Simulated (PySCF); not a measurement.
**BH3 (borane), step by step**

We compute a series of 20 runs (PBE0-D4/def2-TZVP, CCSD(T)/def2-TZVPP, RI-MP2/def2-QZVPP, PBE-D4/def2-TZVPP, r2SCAN-D4/def2-TZVPP, B3LYP-D4/def2-TZVPP, PBE0-D4/def2-TZVPP, wB97M-V/def2-TZVPP, and more) of BH3. The job is set up through a Python script.

The results are computed with PySCF 2.14.0.

## (1) The structure to begin with

The species is BH3 (4 atoms), meant as a singlet with charge 0. SMILES: `B`. All atoms were displaced at random from a relaxed shape. The run starts from this shape.

Bond lengths: B1–H2 1.159 Å, B1–H3 1.186 Å, B1–H4 1.158 Å. Angles: H2–B1–H3 119.0°, H2–B1–H4 120.4°, H3–B1–H4 120.6°.

## (2) A geometry optimisation at PBE0-D4/def2-TZVP (density fitting with def2-universal-jkfit) (run 1)

File geometry.xyz:

```xyz
4

B      0.021902     0.011004    -0.020268
H      0.978681     0.357037     0.534052
H     -0.312109    -1.123876     0.062555
H     -0.618560     0.771459    -0.613116
```

File input.py:

```python
from pyscf import gto, dft
from pyscf.geomopt.geometric_solver import kernel as optimise

mol = gto.M(
    atom='geometry.xyz',
    charge=0,
    basis='def2-tzvp',
    max_memory=1860,
    verbose=3,
)

myscf = dft.RKS(mol, xc='pbe0')
myscf = myscf.density_fit(auxbasis='def2-universal-jkfit')
myscf.grids.level = 4
myscf.conv_tol = 1e-09
myscf.disp = 'd4'
myscf.max_cycle = 100
converged, mol_eq = optimise(myscf, maxsteps=100)
print('converged:', converged)
print(mol_eq.tostring())

myscf.reset(mol_eq)
mol = mol_eq
myscf.kernel()
e_tot = myscf.e_tot
print('Final energy', e_tot)
```

Launch:

```
$ OMP_NUM_THREADS=1 python input.py
```

What it wrote:

```text
maxiter                   100
[... 22 lines left out ...]
> Will converge when all 5 criteria are reached:
[... 17 lines left out ...]
converged SCF energy = -26.5650715639576
[... 18 lines left out ...]
converged SCF energy = -26.5660736536102
[... 37 lines left out ...]
converged SCF energy = -26.5663117230307
[... 37 lines left out ...]
converged SCF energy = -26.5663230944108
[... 29 lines left out ...]
Converged! =D
[... 1 line left out ...]
converged: True
B           0.01750311        0.00392425       -0.00920073
H           1.00897215        0.36646313        0.54741803
H          -0.32008855       -1.13884634        0.05704704
H          -0.63647647        0.78409950       -0.63203989
converged SCF energy = -26.5663231145309
Final energy -26.56632311453089
```

It took 12 s on 1 thread of Intel Xeon 6975P-C (Granite Rapids), shared host; peak memory 0.52 GiB.

Steps, from the record of the run:

| step | energy from the first frame kept (eV) | largest force (eV/Å) |
| --- | --- | --- |
| 0 | 0.0000 | 0.9356 |
| 1 | -0.0273 | 0.3922 |
| 2 | -0.0208 | 0.5307 |
| 3 | -0.0337 | 0.0830 |
| 4 | -0.0340 | 0.0180 |
| 5 | -0.0341 | 0.0025 |
| 6 | -0.0341 | 0.0006 |

After the run. Bond lengths: B1–H2 1.193 Å, B1–H3 1.193 Å, B1–H4 1.193 Å. Angles: H2–B1–H3 120.0°, H2–B1–H4 120.0°, H3–B1–H4 120.0°.

## (3) The harmonic vibrations at PBE0-D4/def2-TZVP (density fitting with def2-universal-jkfit) (run 2)

File input.xyz:

```xyz
4
BH3
B      0.000004    -0.000001     0.000003
H      0.991477     0.362565     0.556598
H     -0.337596    -1.142771     0.066205
H     -0.653925     0.780218    -0.622834
```

File input.py:

```python
import numpy
from pyscf import gto, dft, symm
from pyscf.hessian import thermo

mol = gto.M(
    atom='input.xyz',
    charge=0,
    max_memory=1860,
    basis='def2-tzvp',
    verbose=3,
)

mf = dft.RKS(mol)
mf.xc = 'pbe0'
mf = mf.density_fit(auxbasis='def2-universal-jkfit')
mf.disp = 'd4'
mf.grids.level = 4
mf.conv_tol = 1e-09
mf.max_cycle = 100
mf.kernel()

etot = mf.e_tot
print('Final energy', etot)
hess = mf.Hessian().kernel()
modes = thermo.harmonic_analysis(mol, hess)
print('frequencies (1/cm)', numpy.round(modes['freq_wavenumber'], 1))
symm.geom.TOLERANCE = 1e-3  # for the symmetry number
th = thermo.thermo(mf, modes['freq_au'], 298.15, 101325)
thermo.dump_thermo(mol, th)
```

Launch:

```
$ OMP_NUM_THREADS=1 python input.py
```

What it wrote:

```text
converged SCF energy = -26.56632311494
Final energy -26.566323114939962

WARN: DFTD4 does not support analytical Hessian, using finite difference.

WARN: Mole.unit (angstrom) is changed to Bohr

frequencies (1/cm) [1147.2 1189.9 1189.9 2556.2 2696.5 2696.5]
temperature 298.1500 [K]
pressure 101325.00 [Pa]
Rotational constants [GHz] 234.68400 234.66933 117.33833
Symmetry number 6
Zero-point energy (ZPE) 0.02614 [Eh]   68642.766 [J/mol]
                           tot       elec      trans        rot        vib
Entropy [J/mol/K]       188.161      0.000    141.511     46.073      0.577
Cv [J/mol/K]             27.738      0.000     12.472     12.472      2.795
Cp [J/mol/K]             36.053      0.000     20.786     12.472      2.795
Internal energy [J/mol]                      3718.434   3718.434  68788.994
Internal energy [Eh]   -26.53729  -26.56632
Enthalpy [J/mol]                             6197.391   3718.434  68788.994
Enthalpy [Eh]          -26.53635
Gibbs free energy [J/mol]                  -35993.984 -10018.277  68617.019
Gibbs free energy [Eh] -26.55771
```

Wall time 11 s (1 thread of Intel Xeon 6975P-C (Granite Rapids), shared host); peak memory 0.72 GiB.

Runs 3 to 4 aren't shown in full; the table further down has their settings and results.

## (4) A single-point energy at PBE-D4/def2-TZVPP (run 5)

File input.py:

```python
from pyscf import gto, dft

molecule = gto.M(
    atom='B 0.017503 0.003924 -0.009201; H 1.008972 0.366463 0.547418; H -0.320089 -1.138846 0.057047; H -0.636476 0.784099 -0.632040',
    verbose=3,
    basis='def2-tzvpp',
    max_memory=1860,
)

mf = dft.RKS(molecule, xc='pbe')
mf.disp = 'd4'
mf.conv_tol = 1e-10
mf.grids.level = 5
mf.kernel()
if not mf.converged:
    mf = mf.newton().run(mf.mo_coeff, mf.mo_occ)

energy = mf.e_tot
print('E(%s) = %.9f' % ('PBE', energy))
```

Launch:

```
$ OMP_NUM_THREADS=1 python input.py
```

What it wrote:

```text
converged SCF energy = -26.5535039983639
E(PBE) = -26.553503998
```

Run time: 3.3 s. Hardware: 1 thread of Intel Xeon 6975P-C (Granite Rapids), shared host; peak memory 0.34 GiB.

Runs 6 to 19 aren't shown in full; the table further down has their settings and results.

## (5) The doublet cation: the energy at UB3LYP/6-31G(d) (spherical functions) (run 20)

File calc.py:

```python
from pyscf import gto, dft

system = gto.Mole()
system.atom = 'B 0.017503 0.003924 -0.009201; H 1.008972 0.366463 0.547418; H -0.320089 -1.138846 0.057047; H -0.636476 0.784099 -0.632040'
system.spin = 1
system.verbose = 3
system.basis = '6-31g*'
system.max_memory = 1860
system.charge = 1
system.build()

mf = dft.UKS(system, xc='b3lyp')
mf.conv_tol = 1e-10
mf.grids.level = 5
mf.kernel()
if not mf.converged:
    mf = mf.newton().run(mf.mo_coeff, mf.mo_occ)

e_final = mf.e_tot
print('Final energy', e_final)
```

Launch:

```
$ OMP_NUM_THREADS=1 python calc.py
```

What it wrote:

```text
converged SCF energy = -26.1309513592436  <S^2> = 0.75485724  2S+1 = 2.0048514
Final energy -26.13095135924363
```

Wall time 3 s (1 thread of Intel Xeon 6975P-C (Granite Rapids), shared host); peak memory 0.19 GiB.

## (6) The series

| run | level | task | optimizer | partner | energy (Eh) | dipole moment (D) of the reference | HOMO energy (eV) | LUMO energy (eV) | wall time |
| --- | --- | --- | --- | --- | --- | --- | --- | --- | --- |
| 1 | PBE0-D4/def2-TZVP (density fitting with def2-universal-jkfit) | optimise | geomeTRIC | base | -26.566323 | 0.00 | -9.92 | -1.95 | 12 s |
| 2 | PBE0-D4/def2-TZVP (density fitting with def2-universal-jkfit) | frequencies | – | base | -26.566323 | 0.00 | -9.92 | -1.95 | 11 s |
| 3 | CCSD(T)/def2-TZVPP | energy | – | base | -26.538312 | 0.00 | -13.55 | 1.47 | 2.3 s |
| 4 | RI-MP2/def2-QZVPP (density fitting with def2-universal-jkfit) | energy | – | base | -26.520063 | 0.00 | -13.55 | 1.26 | 0.68 s |
| 5 | PBE-D4/def2-TZVPP | energy | – | base | -26.553504 | 0.00 | -8.47 | -3.06 | 3.3 s |
| 6 | r2SCAN-D4/def2-TZVPP | energy | – | base | -26.586503 | 0.00 | -8.82 | -2.55 | 4.8 s |
| 7 | B3LYP-D4/def2-TZVPP | energy | – | base | -26.625492 | 0.00 | -9.73 | -2.23 | 2.8 s |
| 8 | PBE0-D4/def2-TZVPP | energy | – | base | -26.566807 | 0.00 | -9.92 | -1.96 | 2.6 s |
| 9 | wB97M-V/def2-TZVPP | energy | – | base | -26.583824 | 0.00 | -12.31 | -0.03 | 12 s |
| 10 | B2PLYP/def2-TZVPP | energy | – | base | -26.580938 | 0.00 | -11.31 | -0.61 | 3.3 s |
| 11 | SVWN5/def2-TZVPP | energy | – | base | -26.273703 | 0.00 | -8.47 | -3.37 | 1.7 s |
| 12 | M06-2X/def2-TZVPP | energy | – | base | -26.595912 | 0.00 | -11.25 | -1.02 | 4.5 s |
| 13 | B3LYP/6-31G* (spherical functions) | energy | – | base | -26.612408 | 0.00 | -9.57 | -1.78 | 1.2 s |
| 14 | HF/STO-3G | energy | – | base | -26.068593 | 0.00 | -12.56 | 6.52 | 0.42 s |
| 15 | UCCSD(T)/def2-TZVPP | energy | – | cation | -26.051031 | – | -21.89 | -11.38 | 9.9 s |
| 16 | UPBE-D4/def2-TZVPP | energy | – | cation | -26.079874 | – | -17.29 | -17.23 | 15 s |
| 17 | UB3LYP-D4/def2-TZVPP | energy | – | cation | -26.142730 | – | -18.44 | -16.51 | 8.1 s |
| 18 | UPBE0-D4/def2-TZVPP | energy | – | cation | -26.087914 | – | -18.60 | -16.06 | 8.4 s |
| 19 | U-wB97M-V/def2-TZVPP | energy | – | cation | -26.099236 | – | -20.97 | -14.06 | 29 s |
| 20 | UB3LYP/6-31G* (spherical functions) | energy | – | cation | -26.130951 | – | -18.47 | -16.57 | 3 s |

## (7) Outcome

```
                                                               quantity         value
                                   doublet cation, run 20: total energy  -26.13095 Eh
             doublet cation, run 20: HOMO energy (highest over α and β)     -18.47 eV
              doublet cation, run 20: LUMO energy (lowest over α and β)     -16.57 eV
                                           doublet cation, run 20: ⟨S²⟩         0.755
 vertical ionisation energy (to the doublet cation), CCSD(T)/def2-TZVPP     13.260 eV
  vertical ionisation energy (to the doublet cation), PBE-D4/def2-TZVPP     12.888 eV
vertical ionisation energy (to the doublet cation), B3LYP-D4/def2-TZVPP     13.137 eV
 vertical ionisation energy (to the doublet cation), PBE0-D4/def2-TZVPP     13.031 eV
 vertical ionisation energy (to the doublet cation), wB97M-V/def2-TZVPP     13.186 eV
       vertical ionisation energy (to the doublet cation), B3LYP/6-31G*     13.101 eV
```

In words: At CCSD(T)/def2-TZVPP: removing an electron at fixed nuclei costs 13.26 eV (1279 kJ/mol). At PBE-D4/def2-TZVPP: removing an electron at fixed nuclei costs 12.89 eV (1244 kJ/mol). The negative HOMO energy of the first species, 8.47 eV, lies 4.42 eV below that difference. At B3LYP-D4/def2-TZVPP: the vertical ionisation energy comes to 13.14 eV (303 kcal/mol). The negative HOMO energy of the first species, 9.73 eV, lies 3.40 eV below that difference. At PBE0-D4/def2-TZVPP: the vertical ionisation energy comes to 13.03 eV (1257 kJ/mol). Totals of different functionals can't be ranked against each other. In run 14 the basis is minimal, so the values are rough. All runs together took 2.3 min, the longest 29 s.
